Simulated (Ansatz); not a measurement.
## Structure relaxation of BaTi2Bi2O

Theory: DFT r2SCAN, scalar-relativistic, plane waves, PAW in Ansatz 0.2.0. Cutoff 500 eV, Γ-centred k mesh, Gaussian smearing, collinear spin, first started from parallel moments.

The start is a database structure of BaTi2Bi2O, space group P4/mmm (No. 123).

```xyz
6
Lattice="4.1153 0.0000 0.0000 0.0000 4.1153 0.0000 0.0000 0.0000 8.7073" Properties=species:S:1:pos:R:3 pbc="T T T"
Ba    2.0577    2.0577    4.3536
Ti    0.0000    2.0577    0.0000
Ti    2.0577    0.0000    0.0000
Bi    0.0000    0.0000    2.1556
Bi    0.0000    0.0000    6.5517
O     2.0577    2.0577    0.0000
```

Steps on the 10×10×6 mesh (6 atoms). 4 of 6 steps are shown, and the free energy counts from the last. Trial steps that were taken back and renewals of the plane-wave basis can be among the rows.

| step | ΔF (meV/atom) | V (Å³/atom) | P (GPa) | largest force component (eV/Å) |
| --- | --- | --- | --- | --- |
| 1 | 5.3 | 24.58 | -1.22 | 0.227 |
| 2 | 1.7 | 23.86 | 1.11 | 0.292 |
| 3 | 0.0 | 24.00 | 0.24 | 0.052 |
| 6 | 0.0 | 24.10 | 0.00 | 0.001 |

A final relaxation ran on a 10×10×6 mesh. The relaxed crystal, P4/mmm (No. 123):

```cif
data_structure
_symmetry_space_group_name_H-M 'P4/mmm'
_symmetry_Int_Tables_number 123
_cell_length_a 4.1360
_cell_length_b 4.1360
_cell_length_c 8.4545
_cell_angle_alpha 90.000
_cell_angle_beta 90.000
_cell_angle_gamma 90.000
_cell_volume 144.62
loop_
_atom_site_label
_atom_site_type_symbol
_atom_site_symmetry_multiplicity
_atom_site_Wyckoff_symbol
_atom_site_fract_x
_atom_site_fract_y
_atom_site_fract_z
_atom_site_occupancy
Ba1 Ba 1 d 0.50000 0.50000 0.50000 1
Ti1 Ti 2 f 0.00000 0.50000 0.00000 1
Bi1 Bi 2 g 0.00000 0.00000 0.24796 1
O1 O 1 c 0.50000 0.50000 0.00000 1
```

```json
{"Volume per atom": "24.10 Å³", "Density": "7.66 g/cm³", "Energy over the elements": "-1.40 eV/atom", "Gap on the 10×10×6 mesh": "0 eV (a metal)", "Net moment per atom": "0.20 μB", "Largest site moment": "0.42 μB"}
```

Energies over the elements count from the elements' standard structures at the same level (O₂ as a molecule), with no empirical corrections.

The final run used a 10×10×6 mesh on its 6-atom cell and 0.10 eV smearing. For metals, differences of a few meV/atom aren't resolved. Spin–orbit coupling is left out. The magnetic state reached may not be the lowest.

Symmetry constrained the relaxation, so the result can be a saddle point.

Cost: 2 runs of about 28 core-minutes in all, on Arm Neoverse V1 (shared hosts).